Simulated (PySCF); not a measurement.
Cartesian coordinates (Å):
SMILES: O
```xyz
3

O      0.0023     0.3893     0.0000
H     -0.7627    -0.1900     0.0000
H      0.7604    -0.1992     0.0000
```
Charge 0, spin multiplicity 1.

### Question
Predict the LUMO, dipole moment, HOMO–LUMO gap, HOMO and hole reorganisation energy (four-point) from TPSSh-D3(BJ)/def2-TZVP // PBE0-D3(BJ)/def2-TZVP in PySCF.

### Answer

* **LUMO**: 0.54 eV
* **dipole moment**: 2.04 D
* **HOMO–LUMO gap**: 8.39 eV
* **HOMO**: -7.85 eV
* **hole reorganisation energy (four-point)**: 0.220 eV
